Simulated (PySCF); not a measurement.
# C3H5Cl (1-chloro-1-propene(E)): the cost of one run

Programs: PySCF 2.14.0, with density-fitted response routines of our own. Each step states its level of theory. These are calculated values for one molecule in the gas phase, unless marked as measured. Atoms are numbered from 0 throughout.

### Step 1. Starting geometry

9 atoms, charge 0, multiplicity 1; geometry from: MMFF94s.

Bonds of the start (Å): C0–C1 1.49, C1–C2 1.34, C2–Cl3 1.71, C0–H4 1.09, C0–H5 1.09, C0–H6 1.09, C1–H7 1.09, C2–H8 1.08.

### Step 2. Optimising the geometry at PBE0-D3(BJ)/def2-SVP

Job settings and geometry (Å):

```
{"job": {"xc": "PBE0", "basis": "def2-SVP", "d3": "d3bj", "grid": 1, "kind": "geom"}, "charge": 0, "multiplicity": 1}
C     -1.204752     0.025939     0.009900
C      0.206848    -0.456740     0.053519
C      1.268160     0.346808    -0.056092
Cl     2.877996    -0.235993    -0.002401
H     -1.266840     1.110879    -0.121886
H     -1.716957    -0.234729     0.941080
H     -1.736059    -0.449741    -0.820062
H      0.351111    -1.526902     0.182599
H      1.220494     1.420477    -0.186656
```

Started as:

```
$ OMP_NUM_THREADS=1 python probes_run.py task.json out
```

This one command runs all jobs of the session in turn.

**Question.** How long does this first job take on 1 thread of Arm Neoverse V1, shared host, and how much memory does it need?

About 10 s, with a peak of 0.34 GiB.
